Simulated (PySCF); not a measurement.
Gas-phase XPS of `C=NCCS`, computed

Compound: C₃H₇NS.
Z-matrix (Å and degrees, PBE0-D3(BJ)/def2-SVP geometry), rows numbered from 1:
```
C 
N   1  1.2624
C   2  1.4388  1  118.31
C   3  1.5218  2  110.61  1   122.78
S   4  1.8170  3  114.00  2   -66.63
H   1  1.0998  2  119.59  3  -179.04
H   1  1.1087  2  123.33  3     1.06
H   3  1.1095  2  112.90  1    -0.46
H   3  1.1048  2  107.67  1  -119.60
H   4  1.1000  3  110.27  2    57.23
H   4  1.1003  3  109.76  2   175.78
H   5  1.3507  4   95.90  3    65.29
```

Level of theory: delta-SCF UKS SCAN, pcX-2 on the ionised atom, pcseg-1 elsewhere, spin-free X2C (PySCF). Vertical ΔSCF values, vacuum level as zero.

Task: Give the core binding energies atom by atom.

Result: 
```json
{"atom(s)": "S5", "bonded to": "C and H", "level": "S 1s", "binding energy (eV)": "2477.17", "above the level's lowest (eV)": "0.00", "count": "1"}
{"atom(s)": "N2", "bonded to": "C (double bond) and C", "level": "N 1s", "binding energy (eV)": "405.02", "above the level's lowest (eV)": "0.00", "count": "1"}
{"atom(s)": "C1", "bonded to": "N (double bond) and 2 H", "level": "C 1s", "binding energy (eV)": "291.79", "above the level's lowest (eV)": "+0.37", "count": "1"}
{"atom(s)": "C3", "bonded to": "N, C and 2 H", "level": "C 1s", "binding energy (eV)": "291.63", "above the level's lowest (eV)": "+0.21", "count": "1"}
{"atom(s)": "C4", "bonded to": "S, C and 2 H", "level": "C 1s", "binding energy (eV)": "291.42", "above the level's lowest (eV)": "0.00", "count": "1"}
```

Lowest listed C 1s: C4, bonded to S, C and 2 H. Highest, 0.37 eV above it: C1, bonded to N (double bond) and 2 H.

Task: Express the binding energy of C 1s of C3 in atomic units and per mole.

Result: 291.63 eV = 10.7172 Eh = 28138 kJ/mol.

Task: Which effective nuclear charge Zeff reproduces each element's mean 1s value in the hydrogen-like formula E = 13.606 eV × Zeff²?

Result: C (Z = 6): mean 291.6 eV, Zeff = 4.63, Z − Zeff = 1.37; N (Z = 7): mean 405.0 eV, Zeff = 5.46, Z − Zeff = 1.54; S (Z = 16): mean 2477.2 eV, Zeff = 13.49, Z − Zeff = 2.51. Means run over the listed sites, weighted by atom count.

Not every level is listed. One conformer (not necessarily the lowest) at the PBE0-D3(BJ)/def2-SVP geometry, without solvent, vibrations or thermal averaging.
